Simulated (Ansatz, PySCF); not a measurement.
System: ethanol, C₂H₆O, charge 0, multiplicity 1. 
Coordinates optimised at B3LYP-D3(BJ)/def2-TZVP (Ansatz, a first-principles code):
SMILES: CCO
```xyz
9

C      1.1718    -0.4079     0.0081
C      0.0038     0.5538    -0.0092
O     -1.1993    -0.2136     0.0022
H     -1.9515     0.3866    -0.0087
H      0.0464     1.2144     0.8659
H      0.0484     1.1848    -0.9058
H      2.1164     0.1393     0.0001
H      1.1395    -1.0312     0.9029
H      1.1415    -1.0607    -0.8654
```
Charge 0, spin multiplicity 1.


Wanted: enthalpy of formation at 298 K (from the atomisation energy, B3LYP-D3(BJ)/def2-TZVP harmonic zero-point and thermal terms from PySCF, and the atoms' enthalpies of formation in the G2/97 table; no spin-orbit terms, and no core term in the frozen-core levels), in kcal/mol. Correlated levels leave the core frozen unless marked. UHF or UKS for open shells. No spin-orbit coupling. No relativistic terms. The coupled-cluster limit lacks core correlation, which all-electron functionals hold. Basis-set limits of correlation are two-point, X^-3; Hartree-Fock from the larger set. The bracket is a focal-point correction in the basis named.

Measured: -56.1 kcal/mol (Active Thermochemical Tables 1.112 (ions: stationary electron), as tabulated in the package chemicals); it holds spin-orbit and relativistic effects, and any other conformers, which these rows lack, and core correlation, which the frozen-core levels lack.

### Question
Rank these levels by their absolute error against the measured value, smallest first: RI-MP2/CBS(aug-cc-pVTZ,aug-cc-pVQZ)+[CCSD(T)-MP2]/aug-cc-pVTZ (Ansatz); BHLYP/def2-TZVPD (Ansatz); CCSD/6-31G* (Ansatz); HF/6-31G* (Ansatz); r2SCAN/def2-TZVPD (Ansatz).

### Answer
RI-MP2/CBS(aug-cc-pVTZ,aug-cc-pVQZ)+[CCSD(T)-MP2]/aug-cc-pVTZ (-56.5 kcal/mol, error -0.4), r2SCAN/def2-TZVPD (-53.4 kcal/mol, error 2.7), BHLYP/def2-TZVPD (-29.0 kcal/mol, error 27.1), CCSD/6-31G* (25.4 kcal/mol, error 81.5), HF/6-31G* (164.6 kcal/mol, error 220.7)
